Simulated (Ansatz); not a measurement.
Rhombohedral A7 Sb, equilibrium volume per atom

Reference value: 29.68 Å³/atom (measured, copied from a table, unchecked, extrapolated to 0 K and zero-point effects removed; as tabulated in Lejaeghere et al. (2013), arXiv:1204.2733).

Problem. Put these levels in order of the equilibrium volume per atom that they give for rhombohedral A7 Sb, smallest first: LDA (Ansatz, an electronic-structure program), PBE-D3(BJ) (Ansatz), r²SCAN-D4 (Ansatz).

Solution. LDA (29.13 Å³/atom), PBE-D3(BJ) (29.77 Å³/atom), r²SCAN-D4 (30.81 Å³/atom)

Errors against the reference: LDA -1.9 %, PBE-D3(BJ) +0.3 %, r²SCAN-D4 +3.8 %.

LDA: LDA has no dispersion term either, though it tends to give short spacings of layers, chains or molecules. Cutoffs and k meshes differ between the levels. Ansatz's density-functional and Hartree–Fock values are scalar-relativistic unless marked +SOC, with PAW data made under PBE.

Differences are worked out from the printed values.
